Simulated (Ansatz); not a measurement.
Geometry optimisation, RKS PBE0-D4/STO-3G (Ansatz).

The input (input.yaml):

```yaml
crystal:
  periodic: [false, false, false]
  atoms:
    - { symbol: C, position_ang: [-0.19553, 1.39193, -0.57522] }
    - { symbol: C, position_ang: [0.03771, 0.39701, 0.27242] }
    - { symbol: C, position_ang: [0.02181, -1.00432, -0.1279] }
    - { symbol: "N", position_ang: [0.23345, -2.01265, 0.5978] }
    - { symbol: H, position_ang: [-0.40971, 1.20442, -1.6151] }
    - { symbol: H, position_ang: [-0.18043, 2.42409, -0.26797] }
    - { symbol: H, position_ang: [0.25395, 0.59564, 1.31575] }
    - { symbol: H, position_ang: [-0.19739, -1.20054, -1.17436] }
    - { symbol: H, position_ang: [0.43613, -1.79556, 1.57459] }
basis:
  gaussian: { orbitals: STO-3G }
hamiltonian:
  xc: pbe0
  dispersion: d4
relax:
  f_tol: 0.015
  max_steps: 40
```

Launched with:

```bash
$ ansatz run input.yaml --threads 1 --pin off --max-ram 2048MiB --backend cpu --events-out ev --progress --plain --runs-dir out
```

Problem. Where does it end, and by what steps?

Solution. The forces met the threshold. Limits of this set-up: minimal basis. After 6 steps the energy has fallen by 0.259 eV; H9 moved furthest, 0.09 Å.

| step | energy less start (eV) | largest force component (eV/Å) | accepted |
| --- | --- | --- | --- |
| 0 | 0.0000 | 4.455 | yes |
| 1 | -0.2245 | 1.274 | yes |
| 2 | -0.2573 | 0.278 | yes |
| 3 | -0.2559 | 0.224 | no |
| 4 | -0.2590 | 0.082 | yes |
| 5 | -0.2594 | 0.023 | yes |
| 6 | -0.2594 | 0.007 | yes |

```xyz
9
Properties=species:S:1:pos:R:3
C -0.195 1.403 -0.572
C 0.039 0.392 0.273
C 0.021 -1.037 -0.145
N 0.238 -2.091 0.607
H -0.416 1.223 -1.629
H -0.177 2.448 -0.247
H 0.259 0.587 1.331
H -0.202 -1.218 -1.210
H 0.434 -1.708 1.592
```

Whether the end is a true minimum wasn't checked by a vibrational analysis.

The run took 20 s on 1 thread of Intel(R) Xeon(R) Processor @ 2.50GHz (Skylake/Cascade Lake), on a shared host, peak memory 0.11 GiB.
